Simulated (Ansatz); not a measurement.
A nudged elastic band was laid between two geometries of CH5B (7 atoms, charge 0, multiplicity 1).

The calculation used Ansatz 0.2.0, RKS r2SCAN-D4/def2-SVP.

* movable images: 5
* climbing image: yes
* spring: 5.0 eV/Å²
* optimiser: quadratic models (default)
* start path: through a guess of the saddle point
* force threshold: 0.05 eV/Å
* iteration limit: 60
* end points: relaxed

First end point:

```xyz
7
Properties=species:S:1:pos:R:3
B -0.246 -0.851 0.044
C 0.139 0.652 0.016
H 0.316 -1.623 0.788
H -1.062 -1.300 -0.730
H 0.569 1.051 0.946
H 0.970 0.667 -0.725
H -0.625 1.336 -0.384
```

Last end point:

```xyz
7
Properties=species:S:1:pos:R:3
B -0.247 -0.851 0.035
C 0.131 0.649 -0.090
H -0.928 -1.247 0.956
H 0.194 -1.670 -0.740
H 1.068 0.704 0.509
H 0.407 0.989 -1.099
H -0.564 1.358 0.383
```

**Question.** What changes between the two ends?

**Answer.** No bond is made or broken. The dihedral H4–B1–C2–H7 goes from 26 to 158°. The two ends are copies of one structure, up to a mirror image or an exchange of like atoms.

**Question.** Give the energies along the band, and the barrier.

**Answer.** The run converged. The highest image is number 2 of 0 to 6, 0.010 eV above the ends, which have the same energy within 2 meV. Beside the main top the profile has a ripple of under 15 meV (maxima at images 2, 5), which may be a very shallow well or noise. A vibrational analysis at the climbing image gives one clearly imaginary mode, 174i cm⁻¹: a first-order saddle point.

```json
{"image": "0", "path coordinate (Å)": "0.00", "energy (eV)": "0.000", "dihedral H4–B1–C2–H7 (°)": "26"}
{"image": "1", "path coordinate (Å)": "0.32", "energy (eV)": "0.005", "dihedral H4–B1–C2–H7 (°)": "41"}
{"image": "2", "path coordinate (Å)": "0.64", "energy (eV)": "0.010", "dihedral H4–B1–C2–H7 (°)": "57"}
{"image": "3", "path coordinate (Å)": "1.10", "energy (eV)": "0.002", "dihedral H4–B1–C2–H7 (°)": "80"}
{"image": "4", "path coordinate (Å)": "1.56", "energy (eV)": "0.006", "dihedral H4–B1–C2–H7 (°)": "106"}
{"image": "5", "path coordinate (Å)": "2.02", "energy (eV)": "0.009", "dihedral H4–B1–C2–H7 (°)": "133"}
{"image": "6", "path coordinate (Å)": "2.49", "energy (eV)": "0.000", "dihedral H4–B1–C2–H7 (°)": "158"}
```

**Question.** What is the geometry of the highest image?

**Answer.** 
```xyz
7
Properties=species:S:1:pos:R:3:forces:R:3
B -0.225 -0.860 0.051 0.00 0.00 0.00
C 0.210 0.632 0.000 0.00 0.00 0.00
H 0.000 -1.577 1.001 0.00 0.00 0.00
H -0.817 -1.339 -0.892 0.00 0.00 0.00
H 0.747 1.019 0.877 0.00 0.00 0.00
H 0.828 0.797 -0.903 0.00 0.00 0.00
H -0.683 1.260 -0.180 0.00 0.00 0.00
```

The run took 35 s on 1 thread of AMD EPYC 9R14 (Zen 4), with other jobs on the host, peak memory 0.2 GiB.
